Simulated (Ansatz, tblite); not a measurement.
Spin states of Na2Cl, each relaxed with PBE0-D4/def2-TZVP in Ansatz. Electronic energies in the gas phase.

The xTB rows come from tblite. Correlated methods freeze 7 core orbitals; core or outer-core shells of Na are correlated, in sets that lack core-valence functions. In the quartet geometry the species has come apart into loosely held pieces. The structure comes from a short search, and lower isomers may exist.

Doublet geometry (C2v within 0.1 Å):

```xyz
3

Na    1.5190    0.2089    0.8339
Na   -1.2015    1.0381   -0.7250
Cl   -0.3176   -1.2470   -0.1089
```

Quartet geometry (C2v within 0.1 Å):

```xyz
3

Na   -1.169   -1.896    0.941
Na    1.436   -0.121   -1.942
Cl   -0.268    2.017    1.001
```

⟨S²⟩: doublet 0.75 at PBE0-D4/def2-TZVP (pure 0.75), quartet 3.75 at PBE0-D4/def2-TZVP (pure 3.75).

Run but left out: LDA (SPW92)/def2-TZVP (quartet: an occupied level 0.05 eV above an empty one).

Only these spin states were relaxed. The quartet has fallen apart into loose fragments. The quartet has other bonds than the doublet, so the gap mixes isomer and spin.

| level | quartet − doublet (kJ/mol) | lowest of these | remarks |
| --- | --- | --- | --- |
| GFN1-xTB | 709.1 | doublet | – |
| GFN2-xTB | 629.3 | doublet | – |
| HF/STO-3G | 831.0 | doublet | HOMO above zero (doublet), HOMO above zero (quartet) |
| HF/def2-TZVP | 375.4 | doublet | – |
| HF/def2-TZVPP | 375.4 | doublet | – |
| PBE-D4/def2-TZVP | 462.2 | doublet | – |
| revPBE-D4/def2-TZVP | 441.6 | doublet | – |
| r2SCAN-D4/def2-TZVP | 484.4 | doublet | – |
| B97M-V/def2-TZVP | 489.9 | doublet | – |
| PBE0-D4/def2-TZVP | 460.7 | doublet | – |
| BHLYP-D4/def2-TZVP | 438.6 | doublet | – |
| B2PLYP/def2-TZVP | 476.1 | doublet | – |
| RPA@PBE/def2-TZVP | 428.2 | doublet | – |
| MP2/def2-TZVP | 483.3 | doublet | – |
| MP2/def2-TZVPP | 483.6 | doublet | – |
| CCSD/def2-TZVPP | 461.9 | doublet | – |
| CCSD(T)/def2-TZVPP | 469.1 | doublet | – |

Change of the quartet − doublet gap on mixing in exact exchange, in kJ/mol: PBE to PBE0 (25 % exact exchange) -1.5.

The xTB methods have no spin-polarisation term.
